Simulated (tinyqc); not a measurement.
Worked calculation: extended Hueckel theory, for PH2. One step of it, computed by the program tinyqc.

Problem. Wolfsberg-Helmholz matrix. H_ij = K' S_ij (H_ii + H_jj)/2 for i != j (the diagonal keeps H_ii), with K' = 1.5.

overlap S, order 1P 3s, 1P 3px, 1P 3py, 1P 3pz, 2H 1s, 3H 1s:
$$\begin{pmatrix}
1.000000 & 0.000000 & 0.000000 & 0.000000 & 0.377727 & 0.396406 \\
0.000000 & 1.000000 & 0.000000 & 0.000000 & 0.000000 & 0.000000 \\
0.000000 & 0.000000 & 1.000000 & 0.000000 & 0.417549 & -0.425170 \\
0.000000 & 0.000000 & 0.000000 & 1.000000 & 0.337208 & 0.343540 \\
0.377727 & 0.000000 & 0.417549 & 0.337208 & 1.000000 & 0.068564 \\
0.396406 & 0.000000 & -0.425170 & 0.343540 & 0.068564 & 1.000000
\end{pmatrix}$$

diagonal H_ii (eV): 1P 3s -18.600000, 1P 3px -14.000000, 1P 3py -14.000000, 1P 3pz -14.000000, 2H 1s -13.600000, 3H 1s -13.600000

K = 1.500000

Give: H.

Solution.

H (eV), order 1P 3s, 1P 3px, 1P 3py, 1P 3pz, 2H 1s, 3H 1s:
$$\begin{pmatrix}
-18.6000 & 0.0000 & 0.0000 & 0.0000 & -9.1221 & -9.5732 \\
0.0000 & -14.0000 & 0.0000 & 0.0000 & 0.0000 & 0.0000 \\
0.0000 & 0.0000 & -14.0000 & 0.0000 & -8.6433 & 8.8010 \\
0.0000 & 0.0000 & 0.0000 & -14.0000 & -6.9802 & -7.1113 \\
-9.1221 & 0.0000 & -8.6433 & -6.9802 & -13.6000 & -1.3987 \\
-9.5732 & 0.0000 & 8.8010 & -7.1113 & -1.3987 & -13.6000
\end{pmatrix}$$
